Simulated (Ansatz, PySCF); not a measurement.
Potential energy curve for Na₂, singlet.

Computed with: RKS-B3LYP/3-21G = restricted B3LYP/3-21G in PySCF 2.14.0; UKS-B3LYP/6-31G* = unrestricted B3LYP/6-31G*, spherical d (PySCF); FCI = full CI/cc-pVQZ, frozen core (Ansatz, an electronic-structure program).

Energies relative to the lowest point of each curve near equilibrium, in eV:

```json
[
 {"R / Å": "2.49", "RKS-B3LYP/3-21G": "0.220", "UKS-B3LYP/6-31G*": "0.218"},
 {"R / Å": "2.69", "RKS-B3LYP/3-21G": "0.090", "UKS-B3LYP/6-31G*": "0.078"},
 {"R / Å": "2.80", "RKS-B3LYP/3-21G": "0.044", "UKS-B3LYP/6-31G*": "0.034"},
 {"R / Å": "2.97", "RKS-B3LYP/3-21G": "0.005", "UKS-B3LYP/6-31G*": "0.001"},
 {"R / Å": "3.10", "RKS-B3LYP/3-21G": "0.000", "UKS-B3LYP/6-31G*": "0.000"},
 {"R / Å": "3.19", "RKS-B3LYP/3-21G": "0.007", "UKS-B3LYP/6-31G*": "0.009"},
 {"R / Å": "4.62", "RKS-B3LYP/3-21G": "0.566", "UKS-B3LYP/6-31G*": "0.505"},
 {"R / Å": "5.63", "RKS-B3LYP/3-21G": "0.920", "UKS-B3LYP/6-31G*": "0.672"},
 {"R / Å": "6.26", "RKS-B3LYP/3-21G": "1.067", "UKS-B3LYP/6-31G*": "0.708"},
 {"R / Å": "6.89", "RKS-B3LYP/3-21G": "1.174", "UKS-B3LYP/6-31G*": "0.724"},
 {"R / Å": "7.50", "RKS-B3LYP/3-21G": "1.248", "UKS-B3LYP/6-31G*": "0.730"},
 {"R / Å": "9.30", "RKS-B3LYP/3-21G": "1.367", "UKS-B3LYP/6-31G*": "0.735"}
]
```

Estimate the FCI values at these points.

2.49: 0.347; 2.69: 0.156; 2.80: 0.087; 2.97: 0.024; 3.10: 0.003; 3.19: 0.000; 4.62: 0.407; 5.63: 0.620; 6.26: 0.676; 6.89: 0.701; 7.50: 0.712; 9.30: 0.721 (eV).

The restricted form behind RKS-B3LYP/3-21G keeps the bonding electrons paired and can't separate into open-shell fragments. The unrestricted determinant behind UKS-B3LYP/6-31G* is spin-contaminated at 4.19 to 9.30 Å (<S²> up to 1.0, against 0.00 for a pure singlet).
